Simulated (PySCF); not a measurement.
Species, as SMILES: [H][H] (H2).
Geometry (B3LYP-D3(BJ)/def2-TZVP, fixed):
```xyz
2

H      0.0000     0.0000    -0.3720
H      0.0000     0.0000     0.3720
```

Basis-set convergence of the mean static polarisability at PBE0 with PySCF. All functions are spherical. Density fitting with generated auxiliary sets. No added dispersion term, no relativity. Reference: the value in aug-cc-pV5Z, 5.52 bohr³, itself unsure by roughly 0.1 % (its mean distance from d-aug-cc-pVTZ, aug-pcseg-3, aug-cc-pVQZ). Deviations are taken from unrounded values.

| basis | functions | mean static polarisability (bohr³) |
|---|---|---|
| cc-pVDZ | 10 | 2.96 |
| aug-cc-pVDZ | 18 | 5.32 |
| def2-SVP | 10 | 2.85 |
| def2-SVPD | 16 | 5.19 |
| pcseg-1 | 10 | 2.72 |
| aug-pcseg-1 | 18 | 5.14 |
| def2-TZVP | 12 | 2.95 |
| def2-TZVPD | 18 | 5.37 |
| def2-TZVPP | 28 | 4.05 |
| def2-TZVPPD | 34 | 5.50 |
| pcseg-2 | 28 | 3.82 |
| aug-pcseg-2 | 46 | 5.40 |
| cc-pVQZ | 60 | 4.60 |
| aug-cc-pVQZ | 92 | 5.52 |
| def2-QZVPP | 60 | 4.61 |
| def2-QZVPPD | 66 | 5.52 |
| pcseg-3 | 66 | 5.12 |
| aug-pcseg-3 | 98 | 5.52 |
| cc-pV5Z | 110 | 4.89 |
| aug-cc-pV5Z | 160 | 5.52 |

What the diffuse functions change, pair by pair:
- cc-pVDZ to aug-cc-pVDZ: 8 more functions, deviation -46.4 to -3.5 %
- def2-SVP to def2-SVPD: 6 more functions, deviation -48.3 to -5.9 %
- pcseg-1 to aug-pcseg-1: 8 more functions, deviation -50.7 to -6.9 %
- def2-TZVP to def2-TZVPD: 6 more functions, deviation -46.6 to -2.7 %
- def2-TZVPP to def2-TZVPPD: 6 more functions, deviation -26.6 to -0.2 %
- pcseg-2 to aug-pcseg-2: 18 more functions, deviation -30.7 to -2.1 %
- cc-pVQZ to aug-cc-pVQZ: 32 more functions, deviation -16.6 to 0.0 %
- def2-QZVPP to def2-QZVPPD: 6 more functions, deviation -16.5 to 0.0 %
- pcseg-3 to aug-pcseg-3: 32 more functions, deviation -7.2 to 0.0 %
- cc-pV5Z to aug-cc-pV5Z: 50 more functions, deviation -11.5 to 0.0 %

Leaving out the reference's own pair, they bring the value nearer the reference by more than 0.1 % in 9 of 9 pairs.
